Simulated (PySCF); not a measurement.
## Exact simulation of a proton spin system

Molecule: hydrofluoric acid, FH.

Molfile (atoms numbered from 1):
```
FH
     RDKit          3D

  2  1  0  0  0  0  0  0  0  0999 V2000
    0.4676   -0.0028   -0.0029 F   0  0  0  0  0  0  0  0  0  0  0  0
   -0.4648    0.0041   -0.0112 H   0  0  0  0  0  0  0  0  0  0  0  0
  1  2  1  0
M  END
```

[PySCF: NMR shieldings at PBE0/pcSseg-1/GIAO; GFN2-xTB geometry; couplings computed with B3LYP/pcJ-1; gas phase; one computed conformer; non-relativistic]

Scale: $^{1}$H against TMS (reference shieldings calculated alike).

Shifts (ppm): F1 -233.9, H2 2.90.
Couplings (Hz): F1–H2: 320.6.

The 2-spin Hamiltonian (Zeeman plus full scalar coupling among like nuclei) was diagonalised exactly; lines are Lorentzian, 0.5 Hz wide, and the maxima above 3 % are listed with the tallest set to 100.

Problem. Give the $^{1}$H peak list of this spin system at 100 MHz.

Solution. 
Hz from δ = 0 (height): 450.3 (100), 129.7 (100)

Problem. And at 400 MHz?

Solution. 
δ in ppm (height): 3.301 (100), 2.499 (100)
